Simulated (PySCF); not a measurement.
## How the method moves the bond dissociation enthalpies of isocyanic acid

Structure: `N=C=O` (CHNO). Coordinates in Å; atoms count from 1 in this order:
```
N    -0.6975    0.2746   -0.1635
C     0.4618    0.0474   -0.4274
O     1.5729   -0.0532   -0.7622
H    -1.3168   -0.2535    0.4322
```

All levels share the PBE0-D3(BJ)/def2-SVP structures and the PBE0-D3(BJ)/def2-SVP thermal terms; only the single-point energies (PySCF) change. Values are bond dissociation enthalpies (298 K, kJ/mol).

```jsonl
{"level": "HF/ma-def2-TZVP", "N1–H": "338", "abs. error": "126.1", "time": "1.2 s"}
{"level": "CCSD(T)/ma-def2-TZVP", "N1–H": "445", "abs. error": "19.5", "time": "3.5 min"}
{"level": "ωB97X-D3(BJ)/def2-TZVP", "N1–H": "453", "abs. error": "11.8", "time": "–"}
{"level": "MP2/ma-def2-TZVP", "N1–H": "482", "abs. error": "17.8", "time": "5.3 s"}
{"level": "ATcT 1.112", "N1–H": "464", "abs. error": "", "time": ""}
```

Times are wall times for all single points of a level on 1 thread of Arm Neoverse V1, a shared host; the dash marks the run that also made the structures.

Hartree-Fock leaves out electron correlation, so its bond energies come out too low, often by 100 kJ/mol or more.

The spread: 144 kJ/mol, from 338 to 482.
